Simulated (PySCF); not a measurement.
# Basis-set dependence of population analyses: `[NH3+][BH2-]F`

BFH5N.
SMILES with atom numbers: `[NH3+:1][BH2-:2][F:3]` (hydrogens: H4, H5, H6 on N1; H7, H8 on B2)

PBE0 throughout (PySCF), one geometry, spherical d and f functions. Geometry: PBE0-D3(BJ)/def2-SVP; no solvent, vibrations or thermal averaging. Atoms taken as equivalent share a column and are averaged.

Mulliken charges (e):

```json
{"basis": "STO-3G", "functions": "20", "N1": "-0.417", "B2": "+0.114", "F3": "-0.214", "H4/H5/H6": "+0.257", "H7/H8": "-0.128"}
{"basis": "6-31G", "functions": "37", "N1": "-0.868", "B2": "+0.418", "F3": "-0.409", "H4/H5/H6": "+0.375", "H7/H8": "-0.133"}
{"basis": "pcSseg-0", "functions": "37", "N1": "-0.821", "B2": "+0.329", "F3": "-0.406", "H4/H5/H6": "+0.363", "H7/H8": "-0.095"}
{"basis": "6-31G*", "functions": "52", "N1": "-0.871", "B2": "+0.327", "F3": "-0.372", "H4/H5/H6": "+0.390", "H7/H8": "-0.127"}
{"basis": "cc-pVDZ", "functions": "67", "N1": "+0.048", "B2": "+0.091", "F3": "-0.240", "H4/H5/H6": "+0.137", "H7/H8": "-0.154"}
{"basis": "def2-SVP", "functions": "67", "N1": "-0.047", "B2": "+0.101", "F3": "-0.249", "H4/H5/H6": "+0.161", "H7/H8": "-0.144"}
{"basis": "6-311+G(2d,p)", "functions": "111", "N1": "-0.644", "B2": "+0.173", "F3": "-0.364", "H4/H5/H6": "+0.312", "H7/H8": "-0.051"}
{"basis": "aug-cc-pVDZ", "functions": "114", "N1": "0.000", "B2": "-0.712", "F3": "-0.545", "H4/H5/H6": "+0.080", "H7/H8": "+0.508"}
{"basis": "def2-TZVP", "functions": "123", "N1": "-0.429", "B2": "+0.062", "F3": "-0.342", "H4/H5/H6": "+0.284", "H7/H8": "-0.072"}
{"basis": "IGLO-III", "functions": "155", "N1": "-0.565", "B2": "+0.384", "F3": "-0.457", "H4/H5/H6": "+0.299", "H7/H8": "-0.130"}
{"basis": "cc-pVTZ", "functions": "160", "N1": "-0.011", "B2": "+0.045", "F3": "-0.308", "H4/H5/H6": "+0.159", "H7/H8": "-0.102"}
```

IAO charges (e):

```json
{"basis": "STO-3G", "functions": "20", "N1": "-0.388", "B2": "-0.013", "F3": "-0.268", "H4/H5/H6": "+0.268", "H7/H8": "-0.067"}
{"basis": "6-31G", "functions": "37", "N1": "-0.470", "B2": "+0.080", "F3": "-0.401", "H4/H5/H6": "+0.302", "H7/H8": "-0.058"}
{"basis": "pcSseg-0", "functions": "37", "N1": "-0.443", "B2": "+0.068", "F3": "-0.384", "H4/H5/H6": "+0.296", "H7/H8": "-0.064"}
{"basis": "6-31G*", "functions": "52", "N1": "-0.453", "B2": "+0.112", "F3": "-0.404", "H4/H5/H6": "+0.295", "H7/H8": "-0.070"}
{"basis": "cc-pVDZ", "functions": "67", "N1": "-0.442", "B2": "+0.092", "F3": "-0.405", "H4/H5/H6": "+0.294", "H7/H8": "-0.064"}
{"basis": "def2-SVP", "functions": "67", "N1": "-0.433", "B2": "+0.097", "F3": "-0.404", "H4/H5/H6": "+0.292", "H7/H8": "-0.068"}
{"basis": "6-311+G(2d,p)", "functions": "111", "N1": "-0.465", "B2": "+0.097", "F3": "-0.421", "H4/H5/H6": "+0.302", "H7/H8": "-0.058"}
{"basis": "aug-cc-pVDZ", "functions": "114", "N1": "-0.459", "B2": "+0.093", "F3": "-0.420", "H4/H5/H6": "+0.301", "H7/H8": "-0.058"}
{"basis": "def2-TZVP", "functions": "123", "N1": "-0.466", "B2": "+0.102", "F3": "-0.421", "H4/H5/H6": "+0.302", "H7/H8": "-0.060"}
{"basis": "IGLO-III", "functions": "155", "N1": "-0.467", "B2": "+0.100", "F3": "-0.422", "H4/H5/H6": "+0.302", "H7/H8": "-0.059"}
{"basis": "cc-pVTZ", "functions": "160", "N1": "-0.466", "B2": "+0.102", "F3": "-0.418", "H4/H5/H6": "+0.302", "H7/H8": "-0.061"}
```

Hirshfeld charges (e):

```tsv
basis	functions	N1	B2	F3	H4/H5/H6	H7/H8
STO-3G	20	-0.001	+0.013	-0.176	+0.147	-0.139
6-31G	37	-0.057	+0.024	-0.231	+0.166	-0.117
pcSseg-0	37	-0.056	+0.025	-0.220	+0.167	-0.126
6-31G*	52	-0.059	+0.020	-0.218	+0.165	-0.118
cc-pVDZ	67	-0.079	+0.020	-0.209	+0.168	-0.119
def2-SVP	67	-0.078	+0.020	-0.215	+0.170	-0.119
6-311+G(2d,p)	111	-0.099	+0.045	-0.231	+0.167	-0.109
aug-cc-pVDZ	114	-0.107	+0.038	-0.223	+0.168	-0.107
def2-TZVP	123	-0.100	+0.038	-0.225	+0.169	-0.110
IGLO-III	155	-0.108	+0.040	-0.225	+0.169	-0.108
cc-pVTZ	160	-0.101	+0.035	-0.220	+0.170	-0.112
```

ESP-fitted charges (e):

```json
{"basis": "STO-3G", "functions": "20", "N1": "-0.363", "B2": "+0.099", "F3": "-0.214", "H4/H5/H6": "+0.272", "H7/H8": "-0.169"}
{"basis": "6-31G", "functions": "37", "N1": "-0.496", "B2": "+0.492", "F3": "-0.412", "H4/H5/H6": "+0.299", "H7/H8": "-0.240"}
{"basis": "pcSseg-0", "functions": "37", "N1": "-0.517", "B2": "+0.537", "F3": "-0.405", "H4/H5/H6": "+0.306", "H7/H8": "-0.266"}
{"basis": "6-31G*", "functions": "52", "N1": "-0.472", "B2": "+0.392", "F3": "-0.336", "H4/H5/H6": "+0.288", "H7/H8": "-0.223"}
{"basis": "cc-pVDZ", "functions": "67", "N1": "-0.428", "B2": "+0.375", "F3": "-0.342", "H4/H5/H6": "+0.276", "H7/H8": "-0.216"}
{"basis": "def2-SVP", "functions": "67", "N1": "-0.414", "B2": "+0.383", "F3": "-0.350", "H4/H5/H6": "+0.274", "H7/H8": "-0.220"}
{"basis": "6-311+G(2d,p)", "functions": "111", "N1": "-0.611", "B2": "+0.537", "F3": "-0.399", "H4/H5/H6": "+0.315", "H7/H8": "-0.236"}
{"basis": "aug-cc-pVDZ", "functions": "114", "N1": "-0.599", "B2": "+0.559", "F3": "-0.397", "H4/H5/H6": "+0.308", "H7/H8": "-0.244"}
{"basis": "def2-TZVP", "functions": "123", "N1": "-0.568", "B2": "+0.510", "F3": "-0.386", "H4/H5/H6": "+0.305", "H7/H8": "-0.235"}
{"basis": "IGLO-III", "functions": "155", "N1": "-0.586", "B2": "+0.537", "F3": "-0.392", "H4/H5/H6": "+0.307", "H7/H8": "-0.239"}
{"basis": "cc-pVTZ", "functions": "160", "N1": "-0.561", "B2": "+0.508", "F3": "-0.378", "H4/H5/H6": "+0.302", "H7/H8": "-0.238"}
```

Some averages cover members that differ in this geometry, most widely: H4/H5/H6, Mulliken in aug-cc-pVDZ +0.049 to +0.096 e.

Q: Which scheme is steadiest as the basis changes?

A: Largest range over the bases for any column: Hirshfeld 0.11 e, IAO 0.15 e, ESP-fitted 0.46 e, Mulliken 1.13 e. Hirshfeld charges move least and Mulliken charges most, counted in e. Without the minimal STO-3G basis the ranges are Hirshfeld 0.05, IAO 0.04, ESP-fitted 0.20, Mulliken 1.13 e.

Q: How much do the charges still move between the two largest bases, IGLO-III and cc-pVTZ?

A: At most, over all atoms: Mulliken 0.554 e, IAO 0.004 e, Hirshfeld 0.007 e, ESP-fitted 0.029 e.

Q: What do the same runs give for the total energy, the frontier levels and the dipole moment?

A: 
| basis | energy (Eh) | HOMO (eV) | LUMO (eV) | μ (D) |
| --- | --- | --- | --- | --- |
| STO-3G | -179.8208 | -2.83 | 8.06 | 5.83 |
| 6-31G | -182.2658 | -7.06 | 1.05 | 6.16 |
| pcSseg-0 | -181.9002 | -7.18 | 0.67 | 6.21 |
| 6-31G* | -182.3002 | -7.01 | 1.23 | 5.80 |
| cc-pVDZ | -182.3187 | -7.16 | 0.65 | 5.80 |
| def2-SVP | -182.1764 | -7.20 | 0.61 | 5.88 |
| 6-311+G(2d,p) | -182.3779 | -7.48 | -0.60 | 5.66 |
| aug-cc-pVDZ | -182.3376 | -7.46 | -0.82 | 5.58 |
| def2-TZVP | -182.3930 | -7.42 | 0.00 | 5.68 |
| IGLO-III | -182.4000 | -7.46 | -0.26 | 5.61 |
| cc-pVTZ | -182.3868 | -7.40 | 0.11 | 5.64 |

The dipole is fixed by the density alone, so its range of 0.63 D shows that the density itself changes with the basis, not only its division among atoms.
